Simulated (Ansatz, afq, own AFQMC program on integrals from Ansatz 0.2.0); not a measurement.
Where AFQMC and coupled cluster stand for BeCl, doublet

```xyz
2

Cl    0.0000    0.0000    0.0000
Be    0.0000    0.0000    1.9446
```

Basis aug-cc-pVDZ. Only valence electrons are correlated. Ansatz 0.2.0 and our own AFQMC program on the same integrals; the CISD trial comes from CCSD amplitudes, and released means the phaseless constraint is let go. Uncertainties: one standard error, sampling alone.

Determinant: UHF, the one that the program's search chose, which needn't be the lowest solution. The geometry is a PBE0/def2-TZVPD stationary point of this or a neighbouring charge and spin state.

No full CI on the walks' own integrals is used here; CCSDT(Q) serves as the reference and is uncertain by about the last step of the cluster series.

The T1 diagnostic is 0.0140 and the weight of the determinant in the CISD state is 0.917. The ⟨S²⟩ of the determinant is 0.751 and the size of the correlated space is 9 electrons in 44 orbitals.

| level | correlation energy (eV) |
| --- | --- |
| MP2 | -4.4966 |
| CCSD | -4.8824 |
| CCSD(T) | -5.0269 |

Problem. Estimate where phaseless AFQMC with a CISD trial lies against CCSD(T) on the same integrals.

Solution. 0.98 ± 0.38 mEh below CCSD(T).

Reference: CCSDT(Q), correlation energy -5.053 eV. The released energy is read at 2.40 1/Eh (meV from the phaseless value at times in 1/Eh: -10 ± 11 at 0.24, -5 ± 8 at 0.51, 5 ± 10 at 0.99, 8 ± 7 at 1.62, -8 ± 10 at 2.40).

```
         level  E − E(reference) (mEh)  share of correlation (%)
       CCSD(T)                    0.96                     99.49
         CCSDT                    0.43                     99.77
 ph-AFQMC/CISD            -0.02 ± 0.38                    100.01
released AFQMC            -0.33 ± 0.37                    100.18
```

A walk keeps the symmetry of its determinant, which the program's search chose and which needn't be the lowest solution, so a lower state of the same spin and another symmetry isn't excluded. Released energies are given only where the last usable release times agree within the noise; a slower fall can still hide under it.
